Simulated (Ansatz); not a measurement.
Geometry optimisation, Ansatz, RKS PBE/def2-SVP.

Input:

```yaml
crystal:
  periodic: [false, false, false]
  atoms:
    - { symbol: B, position_ang: [0.019087, 0.153162, 0.247811] }
    - { symbol: C, position_ang: [0.02265, 0.209536, 1.835438] }
    - { symbol: H, position_ang: [-0.927088, -0.058773, 2.342681] }
    - { symbol: H, position_ang: [0.876825, -0.320961, 2.3064] }
    - { symbol: H, position_ang: [0.193, 1.286759, 2.071991] }
    - { symbol: H, position_ang: [1.072192, 0.125057, -0.354648] }
    - { symbol: H, position_ang: [-1.015137, 0.323833, -0.368536] }
    - { symbol: F, position_ang: [-0.224966, -2.342714, 0.414491] }
    - { symbol: H, position_ang: [-0.373064, -1.993298, 1.264472] }
basis:
  gaussian: { orbitals: def2-SVP }
hamiltonian:
  xc: pbe
relax:
  f_tol: 0.03
  max_steps: 50
output:
  orbitals: {}
```

Command:

```bash
$ ansatz run input.yaml --threads 1 --pin off --max-ram 2048MiB --backend cpu --events-out ev --progress --plain --runs-dir out
```

Problem. Where does it end, and by what steps?

Solution. The run converged. After 7 steps the energy has fallen by 0.081 eV; F8 moved furthest, 0.36 Å.

| step | energy less start (eV) | largest force component (eV/Å) | accepted |
| --- | --- | --- | --- |
| 0 | 0.0000 | 0.396 | yes |
| 1 | -0.0340 | 0.655 | yes |
| 2 | -0.0711 | 0.649 | yes |
| 3 | -0.0778 | 0.103 | yes |
| 4 | -0.0794 | 0.059 | yes |
| 5 | -0.0801 | 0.036 | yes |
| 6 | -0.0805 | 0.067 | yes |
| 7 | -0.0806 | 0.013 | yes |

```xyz
9
Properties=species:S:1:pos:R:3
B 0.001 -0.015 0.276
C 0.022 0.182 1.850
H -0.925 -0.056 2.381
H 0.878 -0.285 2.385
H 0.160 1.280 1.993
H 1.060 -0.005 -0.329
H -1.016 0.268 -0.334
F -0.260 -2.000 0.298
H -0.278 -1.986 1.241
```

Run time: 7.4 s on 1 thread of Intel(R) Xeon(R) 6975P-C (Granite Rapids), on a shared host, peak memory 0.15 GiB.
